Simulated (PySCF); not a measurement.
## State search for AlCl⁺

Unrestricted PBE0; basis Al STO-3G, Cl STO-3G; no relativity; PySCF 2.14. Outer shells of the fragments: Al+ 3s2; Cl 3s2 3p5.

Followed along the bond (rough minima from three points):

| 2Ms+1 | unpaired | ⟨S²⟩ at the start | R at minimum (Å) | Te (eV) |
| --- | --- | --- | --- | --- |
| 2 | σ ↑ | 0.76 | 2.07 | 0.00 |
| 4 | σ ↑, π ↑↑ | 3.75 | none in the scan | ≤ 6.80 |

Solutions found at the starting distance of 2.265 Å, counted from the lowest of them; the search is not exhaustive and high or unbound solutions are not listed, so other states can lie among these:

| 2Ms+1 | unpaired | term | E (eV) | ⟨S²⟩ | ⟨Lz²⟩ | μ (D) |
| --- | --- | --- | --- | --- | --- | --- |
| 2 | σ ↑ | ²Σ⁺ | 0.00 | 0.76 | 0.00 | -7.82 |
| 2 | π ↑ | ²Π | 1.78 | 0.75 | 1.00 | -3.25 |
| 4 | σ ↑, π ↑↑ | mixed | 6.62 | 3.75 | 2.00 | -3.36 |
| 4 | σ ↑, π ↑↑ | mixed | 6.71 | 3.75 | 2.00 | -3.38 |
| 2 | σ ↑, π ↑↓ | mixed | 6.78 | 1.75 | 2.00 | -3.41 |
| 4 | σ ↑↑, π ↑ | ⁴Π | 8.23 | 3.75 | 1.00 | -3.65 |
| 4 | σ ↑↑, π ↑ | ⁴Π | 9.52 | 3.75 | 1.00 | -4.13 |

A term symbol is given only where ⟨S²⟩ and ⟨Lz²⟩ are close to those of a pure state; real π, δ and φ orbitals otherwise mix terms. A positive dipole points towards Cl; it is taken about the centre of mass and depends on that origin.

Counting both spins, an empty level lies below a filled one in some of these solutions, because spin and occupation are held. STO-3G is very small, so such numbers show the basis as much as the molecule.
